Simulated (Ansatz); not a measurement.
Cartesian coordinates in Å:
```
O 0.4146 -1.6446 -0.9979
C 0.1640 -0.6762 -0.4129
C -0.1628 0.4222 0.2339
F 0.7317 1.0435 1.0248
H -1.1475 0.8552 0.1520
```

Total charge 0; spin multiplicity 1.

Task: List the B3LYP/def2-TZVPP orbital energies in eV (the Gaussian-basis code of Ansatz). (An estimate is asked.)

Result: Ansatz gave: Occupied: -672.37, -522.88, -280.59, -279.47, -33.78, -31.09, -21.62, -16.18, -15.01, -14.56, -13.49, -12.49, -12.44, -11.26, -6.79. Lowest empty: -2.39, 1.12, 1.19, 2.28, 3.47, 5.10, 5.37, 6.17.

B3LYP here is the variant with VWN-RPA as its local correlation; programs differ in this.
